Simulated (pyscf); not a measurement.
Thermochemistry of product channels of `[CH3][Al]([CH3])[CH3]` + `[H]` [doublet] on the doublet surface, in kcal/mol, from ωB97M-D3(BJ)/def2-TZVP energies (ideal gas, 1 atm, RRHO with modes under 100 cm⁻¹ raised to 100, one conformer, R ln 2 for chiral ones without a mode under 150 cm⁻¹). Structures and frequencies: ωB97X-D3(BJ)/def2-SVP in PySCF.

| products | ΔE | ΔH(298 K) | ΔG(298 K) | ΔG(1200 K) |
|---|---|---|---|---|
| `[CH4]` + `[CH3][Al][CH3]` [doublet] | -24.6 | -19.9 | -21.4 | … |
| `[CH2][Al]([CH3])[CH3]` [doublet] + `[H][H]` | -3.8 | -4.9 | -5.9 | -9.2 |

Complete the blanks.


- `[CH4]` + `[CH3][Al][CH3]` [doublet], ΔG(1200 K): -21.6

These are energies of the channels, which say nothing of barriers.
